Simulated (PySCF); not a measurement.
**Spin–spin coupling constants**

Bonds (- single, = double, # triple, : aromatic): C1-N2 1.442 Å, N2-C3 1.355 Å, C3-C4 1.516 Å, C3=O5 1.211 Å. C1 carries H6, H7, H8; N2 carries H9; C4 carries H10, H11, H12.

Method: B3LYP/pcJ-1 (spin–dipole term only in couplings to heteroatoms)//GFN2-xTB, PySCF 2.14; isolated molecule, single conformer, non-relativistic. Couplings are averaged over pairs made equivalent by symmetry, fast rotation or ring inversion, so a value needn't be that of the named pair in this geometry, while other rotamers aren't included; one pair stands for each set, and the list holds those of at least 1.5 Hz over up to four bonds, among pairs with at least one C or N or H atom (others weren't computed).

Isotopes: 13C, 1H, 15N, 17O. Couplings to quadrupolar nuclei such as 17O and 33S are rarely resolved in practice.

```
    pair  bonds  J (Hz)
  C1, N2      1   -13.5
  C1, H6      1   142.5
  N2, C3      1       ?
  N2, H9      1       ?
  C3, C4      1    53.5
  C3, O5      1    27.6
 C4, H10      1   133.5
  C1, H9      2     4.2
  N2, C4      2   -11.4
  C3, H9      2       ?
 C3, H10      2    -5.6
  C4, O5      2       ?
  H6, H7      2       ?
H10, H11      2   -14.9
  C3, H6      3     3.3
  H6, H9      3     5.4
```

Estimate the withheld couplings, with signs.

Results:


- 1J(N2,C3) = -16.9 Hz (bond length 1.355 Å)
- 1J(N2,H9) = -93.9 Hz (bond length 1.007 Å)
- 2J(C3,H9) = 6.6 Hz (angle at N2 120°)
- 2J(C4,O5) = -3.3 Hz (angle at C3 124°)
- 2J(H6,H7) = -13.2 Hz (mean over equivalent pairs that range from -14.5 to -10.5 Hz in this conformer)
